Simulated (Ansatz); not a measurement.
**BHNO with multiplicity 2: two geometries relaxed**

All numbers below are computed with Ansatz 0.2.0 (UKS PBE-D4/def2-SVP).

## 1. The system as given

Bond lengths: N1–B2 1.274 Å, B2–O3 1.303 Å, O3–H4 0.953 Å. Angles: N1–B2–O3 179.2°, B2–O3–H4 122.5°.

Structure file:

```xyz
4

N    -1.6640    0.5315    0.0698
B    -0.4339    0.2364   -0.0839
O     0.8252   -0.0527   -0.2527
H     1.2727   -0.7152    0.2669
```

## 2. End point A

input.yaml

```yaml
crystal:
  periodic: [false, false, false]
  atoms:
    - { symbol: "N", position_ang: [-1.664, 0.5315, 0.06979] }
    - { symbol: B, position_ang: [-0.4339, 0.23642, -0.08392] }
    - { symbol: O, position_ang: [0.82519, -0.05274, -0.25274] }
    - { symbol: H, position_ang: [1.27271, -0.71519, 0.26687] }
magnetization:
  spin_polarized: true
  initial_magnetization: 1
basis:
  gaussian: { orbitals: def2-SVP }
hamiltonian:
  xc: pbe
  dispersion: d4
relax:
  f_tol: 0.02
  max_steps: 50
```

On the command line:

```
$ ansatz run input.yaml --threads 1 --pin off --max-ram 2048MiB --backend cpu --events-out ev --progress --plain --runs-dir out
```

**Question.** How long does this run take on 1 thread of Arm Neoverse V2, shared host, and how much memory does it need?

About 9.1 s, with a peak of 0.12 GiB.
